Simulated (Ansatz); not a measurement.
Problem. Name a neutral molecule of C, O and H with LUMO energy (PBE/def2-TZVPP) between 0.75 and 1.05 eV and size of the dipole moment (ωB97M-V/def2-TZVPP) between 1.80 and 2.10 D (Ansatz, PBE0-D4/def2-TZVP geometry).

Solution. `C[C@@H]1O[C@H]1C` (0.78 eV, 1.95 D). Other molecules can fit too; these were computed, each in one conformer that needn't be the lowest.
